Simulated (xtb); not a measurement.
xtb input (GFN1-xTB):

```bash
xtb mol.xyz --gfn 1 --sp --chrg -1 --uhf 0
```
mol.xyz:
```
3

N      0.00264570     0.14563947     0.02144324
H     -0.80461872    -0.49692176    -0.06396564
H      0.78609879    -0.52255452    -0.08613707
```

End of the output:

```
         :::::::::::::::::::::::::::::::::::::::::::::::::::::
         ::                     SUMMARY                     ::
         :::::::::::::::::::::::::::::::::::::::::::::::::::::
         :: total energy              -4.372559330363 Eh    ::
         :: gradient norm              0.012472062458 Eh/a0 ::
         :: HOMO-LUMO gap              5.472218447196 eV    ::
         ::.................................................::
         :: SCC energy                -4.402269682161 Eh    ::
         :: -> electrostatic           0.258576359977 Eh    ::
         :: repulsion energy           0.029886589487 Eh    ::
         :: dispersion energy         -0.000176237690 Eh    ::
         :: halogen bond corr.         0.000000000000 Eh    ::
         :: add. restraining           0.000000000000 Eh    ::
         :: total charge              -1.000000000000 e     ::
         :::::::::::::::::::::::::::::::::::::::::::::::::::::

           -------------------------------------------------
          |                Property Printout                |
           -------------------------------------------------

    * Orbital Energies and Occupations

         #    Occupation            Energy/Eh            Energy/eV
      -------------------------------------------------------------
         1        2.0000           -0.3294884              -8.9658
         2        2.0000           -0.1415822              -3.8526
         3        2.0000           -0.0385965              -1.0503
         4        2.0000            0.0294816               0.8022 (HOMO)
         5                          0.2305819               6.2745 (LUMO)
         6                          0.2950465               8.0286
         7                          0.5852763              15.9262
         8                          0.8456984              23.0126
      -------------------------------------------------------------
                  HL-Gap            0.2011003 Eh            5.4722 eV
             Fermi-level            0.1300318 Eh            3.5383 eV

  Mulliken/CM5 charges         n(s)   n(p)   n(d)
     1N    -1.07521 -1.42005   1.537  4.538  0.000
     2H     0.03760  0.21003   0.962  0.000  0.000
     3H     0.03760  0.21003   0.962  0.000  0.000

Wiberg/Mayer (AO) data.
largest (>0.10) Wiberg bond orders for each atom

 ---------------------------------------------------------------------------
     #   Z sym  total        # sym  WBO       # sym  WBO       # sym  WBO
 ---------------------------------------------------------------------------
     1   7 N    2.044 --     3 H    1.022     2 H    1.022
     2   1 H    1.024 --     1 N    1.022
     3   1 H    1.024 --     1 N    1.022
 ---------------------------------------------------------------------------

Topologies differ in total number of bonds
Writing topology from bond orders to xtbtopo.mol

 dipole moment from electron density (au)
     X       Y       Z
  -0.0181  -0.9985  -0.1470  total (Debye):    2.566

           -------------------------------------------------
          | TOTAL ENERGY               -4.372559330363 Eh   |
          | GRADIENT NORM               0.012472062458 Eh/α |
Note: The following floating-point exceptions are signalling: IEEE_DENORMAL
normal termination of xtb
          | HOMO-LUMO GAP               5.472218447196 eV   |
           -------------------------------------------------

------------------------------------------------------------------------
------------------------------------------------------------------------
 total:
 SCF:
```
